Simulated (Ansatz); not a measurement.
Steps of a relaxation of AlH5SSi, SMILES `[AlH2][S][SiH3]` with RKS PBE0-D4/def2-TZVP.

```sh
$ ansatz run in.yaml --threads 2 --pin off --events-out ev --progress --plain --max-ram 4352MiB
```

```yaml
crystal:
  periodic: [false, false, false]
  atoms:
    - {symbol: Al, position_ang: [-0.640052, 1.285755, -1.254019]}
    - {symbol: S, position_ang: [0.871396, -0.312677, -1.131871]}
    - {symbol: Si, position_ang: [0.571718, -1.034191, 0.893542]}
    - {symbol: H, position_ang: [-1.676714, 1.508870, -0.059181]}
    - {symbol: H, position_ang: [-0.590098, 2.139714, -2.595490]}
    - {symbol: H, position_ang: [1.264445, -2.363740, 0.990394]}
    - {symbol: H, position_ang: [-0.888289, -1.195326, 1.212197]}
    - {symbol: H, position_ang: [1.179693, -0.085404, 1.888527]}
basis:
  gaussian: {orbitals: def2-TZVP}
hamiltonian: {xc: pbe0, dispersion: d4}
relax: {f_tol: 0.005, max_steps: 150}
```

Positions (Å) and forces (eV/Å) along the path, 15 of 15 steps:

```xyz
8
step=1 energy=-25383.2608 eV
Al   -0.640    1.286   -1.254    0.111   -0.134    0.023
S     0.871   -0.313   -1.132   -0.257    0.055    0.434
Si    0.572   -1.034    0.894   -0.002    0.063   -0.106
H    -1.677    1.509   -0.059    0.165   -0.031   -0.155
H    -0.590    2.140   -2.595   -0.048   -0.080    0.155
H     1.264   -2.364    0.990   -0.160    0.302   -0.036
H    -0.888   -1.195    1.212    0.316    0.029   -0.095
H     1.180   -0.085    1.889   -0.126   -0.205   -0.220
8
step=2 energy=-25383.2866 eV
Al   -0.622    1.264   -1.241    0.043   -0.031   -0.024
S     0.878   -0.319   -1.118   -0.058    0.038    0.079
Si    0.560   -1.017    0.885    0.015   -0.007   -0.050
H    -1.635    1.484   -0.045    0.032   -0.006    0.002
H    -0.607    2.120   -2.569   -0.021   -0.015    0.021
H     1.246   -2.333    0.976   -0.044    0.062    0.027
H    -0.889   -1.180    1.184    0.078    0.012   -0.017
H     1.162   -0.077    1.871   -0.045   -0.052   -0.039
8
step=3 energy=-25383.2889 eV
Al   -0.615    1.262   -1.243   -0.016    0.001    0.020
S     0.884   -0.313   -1.117    0.051   -0.020   -0.032
Si    0.559   -1.015    0.876   -0.025    0.013    0.025
H    -1.603    1.476   -0.029    0.002    0.014    0.012
H    -0.629    2.116   -2.570   -0.006   -0.007   -0.006
H     1.238   -2.328    0.991    0.010   -0.010   -0.016
H    -0.886   -1.177    1.167   -0.022   -0.005   -0.010
H     1.144   -0.079    1.869    0.007    0.015    0.007
8
step=4 energy=-25383.2904 eV
Al   -0.605    1.255   -1.232   -0.011    0.009   -0.008
S     0.903   -0.313   -1.123    0.019   -0.007   -0.017
Si    0.552   -1.008    0.869    0.011   -0.016    0.019
H    -1.569    1.474    0.001    0.006    0.012    0.005
H    -0.649    2.095   -2.567   -0.010    0.003   -0.002
H     1.233   -2.319    0.992    0.004   -0.010   -0.001
H    -0.897   -1.173    1.141   -0.019   -0.005   -0.009
H     1.123   -0.068    1.865    0.002    0.015    0.013
8
step=5 energy=-25383.2912 eV
Al   -0.597    1.249   -1.230   -0.001    0.028    0.007
S     0.920   -0.313   -1.126   -0.010    0.003    0.000
Si    0.548   -1.007    0.865   -0.001   -0.004   -0.002
H    -1.524    1.493    0.029    0.011   -0.004   -0.012
H    -0.682    2.078   -2.571    0.001   -0.016    0.004
H     1.237   -2.315    0.999   -0.001    0.008    0.002
H    -0.905   -1.183    1.109    0.010   -0.008    0.004
H     1.096   -0.059    1.869   -0.007   -0.006   -0.003
8
step=6 energy=-25383.2915 eV
Al   -0.588    1.259   -1.225   -0.024   -0.007   -0.015
S     0.925   -0.307   -1.124   -0.011    0.002    0.011
Si    0.546   -1.009    0.863    0.000    0.005   -0.003
H    -1.503    1.513    0.041    0.018    0.007   -0.010
H    -0.701    2.058   -2.583    0.011   -0.003    0.021
H     1.242   -2.313    0.999    0.003    0.007   -0.001
H    -0.908   -1.198    1.098    0.010   -0.004    0.001
H     1.080   -0.060    1.873   -0.008   -0.007   -0.004
8
step=7 energy=-25383.2924 eV
Al   -0.588    1.264   -1.226    0.008   -0.001   -0.004
S     0.897   -0.329   -1.134   -0.004   -0.002   -0.001
Si    0.540   -1.016    0.862    0.007   -0.009    0.002
H    -1.480    1.543    0.049   -0.003    0.003    0.007
H    -0.690    2.066   -2.581    0.000    0.000    0.001
H     1.273   -2.297    1.008   -0.002    0.008    0.001
H    -0.907   -1.243    1.103   -0.001   -0.002   -0.002
H     1.048   -0.043    1.862   -0.004    0.004   -0.003
8
step=8 energy=-25383.2932 eV
Al   -0.577    1.272   -1.221    0.028   -0.001    0.028
S     0.856   -0.370   -1.155   -0.015    0.005   -0.011
Si    0.525   -1.027    0.854    0.022   -0.035    0.041
H    -1.415    1.600    0.082   -0.002   -0.012   -0.007
H    -0.689    2.067   -2.578   -0.009    0.005   -0.016
H     1.328   -2.266    1.032   -0.041    0.058   -0.004
H    -0.911   -1.328    1.093    0.033    0.005   -0.004
H     0.975   -0.005    1.836   -0.017   -0.026   -0.027
8
step=9 energy=-25383.2934 eV
Al   -0.572    1.274   -1.220    0.007   -0.015    0.028
S     0.847   -0.381   -1.162   -0.006    0.009   -0.011
Si    0.523   -1.027    0.853    0.017   -0.036    0.042
H    -1.413    1.593    0.082    0.004   -0.004   -0.001
H    -0.684    2.076   -2.572    0.000    0.008   -0.021
H     1.333   -2.261    1.038   -0.039    0.056   -0.007
H    -0.910   -1.334    1.097    0.029    0.003   -0.004
H     0.968    0.003    1.828   -0.013   -0.022   -0.026
8
step=10 energy=-25383.2937 eV
Al   -0.565    1.274   -1.215    0.000   -0.019    0.009
S     0.839   -0.394   -1.172   -0.013    0.012    0.003
Si    0.518   -1.027    0.848    0.020   -0.030    0.033
H    -1.397    1.591    0.094    0.009    0.001   -0.005
H    -0.681    2.079   -2.566    0.000    0.010   -0.008
H     1.340   -2.249    1.046   -0.026    0.039   -0.005
H    -0.911   -1.348    1.094    0.021    0.005   -0.008
H     0.950    0.017    1.814   -0.011   -0.018   -0.019
8
step=11 energy=-25383.2939 eV
Al   -0.560    1.275   -1.214   -0.002   -0.019    0.012
S     0.826   -0.408   -1.179   -0.003    0.006    0.000
Si    0.515   -1.030    0.846   -0.006    0.003    0.017
H    -1.376    1.596    0.105    0.007    0.006   -0.012
H    -0.681    2.085   -2.563    0.002    0.000    0.004
H     1.351   -2.238    1.058   -0.008    0.021   -0.009
H    -0.911   -1.369    1.091    0.014    0.001   -0.001
H     0.928    0.030    1.801   -0.005   -0.018   -0.011
8
step=12 energy=-25383.2940 eV
Al   -0.558    1.275   -1.212    0.002   -0.005    0.002
S     0.818   -0.417   -1.184   -0.011    0.012    0.008
Si    0.511   -1.031    0.845   -0.001    0.000    0.004
H    -1.363    1.605    0.110    0.006    0.000   -0.010
H    -0.680    2.086   -2.560    0.001   -0.005    0.006
H     1.360   -2.228    1.060   -0.002    0.007   -0.001
H    -0.910   -1.384    1.090    0.009    0.003    0.000
H     0.914    0.037    1.796   -0.005   -0.011   -0.010
8
step=13 energy=-25383.2941 eV
Al   -0.557    1.277   -1.212    0.001    0.001   -0.001
S     0.814   -0.418   -1.183   -0.010    0.006    0.006
Si    0.510   -1.033    0.845    0.000    0.007   -0.002
H    -1.356    1.617    0.112    0.005   -0.002   -0.007
H    -0.681    2.083   -2.563    0.001   -0.005    0.007
H     1.367   -2.225    1.060    0.001   -0.003    0.001
H    -0.909   -1.395    1.090    0.006    0.001   -0.001
H     0.906    0.036    1.796   -0.003   -0.005   -0.004
8
step=14 energy=-25383.2941 eV
Al   -0.557    1.279   -1.212    0.001    0.003    0.000
S     0.809   -0.420   -1.184   -0.004    0.002    0.004
Si    0.509   -1.035    0.845   -0.002    0.005   -0.004
H    -1.352    1.624    0.112    0.002   -0.002   -0.003
H    -0.680    2.084   -2.564    0.001   -0.003    0.004
H     1.372   -2.222    1.061    0.002   -0.004    0.001
H    -0.908   -1.403    1.091    0.002    0.000    0.000
H     0.900    0.037    1.795   -0.001    0.000   -0.001
8
step=15 energy=-25383.2941 eV
Al   -0.556    1.280   -1.211   -0.002    0.000   -0.001
S     0.805   -0.423   -1.185   -0.001    0.001    0.002
Si    0.508   -1.036    0.845   -0.002    0.003   -0.005
H    -1.349    1.627    0.113    0.001    0.000    0.000
H    -0.679    2.084   -2.564    0.001   -0.001    0.002
H     1.375   -2.219    1.061    0.002   -0.003    0.001
H    -0.907   -1.409    1.092    0.000    0.000    0.000
H     0.895    0.039    1.793    0.000    0.001    0.001
```

Hardware: 2 threads of an Intel Xeon on a shared host. Wall time 32 s, peak host memory 0.33 GiB.
